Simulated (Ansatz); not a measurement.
A calculation on rhombohedral A7 Sb returned lattice constant a 4.321 Å, lattice parameter c 11.032 Å, equilibrium volume per atom 29.73 Å³/atom, cohesive energy 3.16 eV/atom.

For reference: lattice constant a 4.301 Å (measured, 78 K, zero-point motion not removed; as tabulated in Schiferl, Barrett, J. Appl. Cryst. 2, 30 (1969), COD 9009654); lattice parameter c 11.232 Å (measured, 78 K, zero-point motion not removed; as tabulated in Schiferl, Barrett, J. Appl. Cryst. 2, 30 (1969), COD 9009654); equilibrium volume per atom 29.68 Å³/atom (measured, copied from a table, unchecked, extrapolated to 0 K and zero-point effects removed; as tabulated in Lejaeghere et al. (2013), arXiv:1204.2733); cohesive energy 2.75 eV/atom (measured, 0 K, copied from a table, unchecked, 0 K, 1 atm; zero-point vibration energy not added; as tabulated in Kittel's textbook).

Question: Which level of theory produced these numbers?
(A) HSE06 (Ansatz, a first-principles code)
(B) PBE-D3(BJ) (Ansatz)
(C) r²SCAN-D4 (Ansatz)
(D) revPBE (Ansatz)

Answer: B, PBE-D3(BJ) (Ansatz)

The others give: r²SCAN-D4 4.327 Å, 11.395 Å, 30.79 Å³/atom, 2.71 eV/atom; revPBE 4.392 Å, 11.824 Å, 32.92 Å³/atom, 2.30 eV/atom; HSE06 4.314 Å, 11.596 Å, 31.14 Å³/atom, 2.50 eV/atom.

Unless a cell is named, each level is at its own relaxed cell (HSE06 31.15, PBE-D3(BJ) 29.73, r²SCAN-D4 30.79, revPBE 32.92 Å³/atom).

Caveats: exact exchange on metals is sensitive to the k mesh and can open a false gap (HSE06); for a layered or molecular solid the relaxed cell lies over 5 % above the published volume, where the minimum can be shallow (revPBE); the cell comes from a level without a dispersion term, which matters for the spacing of layers, chains or molecules (revPBE, HSE06); the run warned that the count of filled bands differs between k points (HSE06). Ansatz's density-functional and Hartree–Fock values are scalar-relativistic unless marked +SOC, with PAW data made under PBE.
